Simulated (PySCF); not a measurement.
First hyperpolarisability: SMILES C=C=C=CC=S, C₅H₄S

Molfile (atoms numbered from 1):
```
C5H4S
     RDKit          3D

 10  9  0  0  0  0  0  0  0  0999 V2000
    2.5967    0.2536   -0.0687 C   0  0  0  0  0  0  0  0  0  0  0  0
    1.3473    0.0100    0.2549 C   0  0  0  0  0  0  0  0  0  0  0  0
    0.1621   -0.2344    0.5748 C   0  0  0  0  0  0  0  0  0  0  0  0
   -1.1112   -0.4727    0.8858 C   0  0  0  0  0  0  0  0  0  0  0  0
   -2.1878    0.1602    0.2213 C   0  0  0  0  0  0  0  0  0  0  0  0
   -3.7582   -0.1211    0.5884 S   0  0  0  0  0  0  0  0  0  0  0  0
    3.4132   -0.2318    0.4410 H   0  0  0  0  0  0  0  0  0  0  0  0
    2.8463    0.9494   -0.8536 H   0  0  0  0  0  0  0  0  0  0  0  0
   -1.3529   -1.1728    1.6759 H   0  0  0  0  0  0  0  0  0  0  0  0
   -1.9466    0.8642   -0.5700 H   0  0  0  0  0  0  0  0  0  0  0  0
  1  2  2  0
  2  3  2  0
  3  4  2  0
  4  5  1  0
  5  6  2  0
  1  7  1  0
  1  8  1  0
  4  9  1  0
  5 10  1  0
M  END
```

Method: quadratic response CAM-B3LYP/aug-cc-pVDZ first hyperpolarisability, Taylor convention, gas phase in PySCF 2.14.0. Geometry: GFN2-xTB.

Task: What is the first hyperpolarisability, and how does it disperse?

Result: In au, Taylor convention; the vector part is βᵢ = ⅓ Σⱼ (βᵢⱼⱼ + βⱼᵢⱼ + βⱼⱼᵢ); β∥ is 3/5 of the vector part along the dipole, the dipole points from − to +:
```tsv
process	λ (nm)	β vector norm	β∥	β HRS	depolarisation ratio
static β(0;0,0)	∞	619.2	348.9	264.0	4.56
second harmonic β(−2ω;ω,ω)	1550	788.0	446.5	332.8	4.64
Pockels β(−ω;ω,0)	1550	668.6	377.5	–	–
Pockels β(−ω;ω,0)	1064	731.8	414.0	–	–
```

Second harmonics within 0.3 eV of the first excitation or beyond it are left out.

Task: Which lowest excitations, dipole and polarisabilities go with it?

Result: S1 2.00 eV (f = 0.000); S2 3.55 eV (f = 0.000); S3 4.04 eV (f = 0.946); dipole 4.03 D; isotropic α 113.9 au static, 116.0 au at 1550 nm, 118.6 au at 1064 nm, 123.4 au at 775 nm.
